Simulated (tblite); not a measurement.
Run record: tight-binding relaxation, `[CH2]C#CC#CC` [radical].

Computed with GFN2-xTB geometry optimisation, gas phase (tblite 0.8.0). Start geometry: from a force field or distance geometry. The command runs a driver script over a list of jobs; the input below is this job's line of settings and its coordinates in Å.

Command:
```bash
OMP_NUM_THREADS=1 python probes_run.py task.json out
```

Input:
```
{"job": {"kind": "relax", "xc": "GFN2-xTB", "basis": "xTB"}, "charge": 0, "multiplicity": 2}
C     -3.687900     0.184200    -0.193800
C     -2.294400     0.120300    -0.068100
C     -1.087000     0.051700     0.059100
C      0.434100    -0.014800     0.193600
C      1.627200    -0.084500     0.323700
C      3.076900    -0.157100     0.452600
H     -4.325100     0.233900     0.683700
H     -4.142900     0.203000    -1.172500
H      3.372200    -0.964000     1.141100
H      3.551900    -0.350800    -0.507200
H      3.480400     0.780600     0.846900
```

Output:
```
step      E/eV     max force
  0    -413.22377    5.760
  1    -413.32767    5.313
  2    -413.65451    2.266
  3    -413.73047    2.588
  4    -413.80386    1.635
  5    -413.84934    0.596
  6    -413.89189    0.717
  7    -413.91346    0.497
  8    -413.94008    0.377
  9    -413.95432    0.312
 10    -413.95853    0.112
 11    -413.95917    0.052
 12    -413.95933    0.032
 13    -413.95940    0.022
 14    -413.95944    0.017
 15    -413.95947    0.014
 16    -413.95948    0.007
```

«max force» is the largest atomic force in eV/Å.

Task: From which step on does the largest force stay under 0.1 eV/Å, and how much energy is left to gain from there?

Result: From step 11 (0.052 eV/Å), 0.3 meV above the end.

In short: energy lowered by 17.0 kcal/mol over 16 steps; largest atomic force 0.007 eV/Å at the end.

Time: under 0.1 s of wall time. Hardware: AMD EPYC 9R45, one thread, no GPU, shared host with 96 logical CPUs at a one-minute load of 50.
Labels such as C1 count atoms from 1, the log's own numbers from 0.
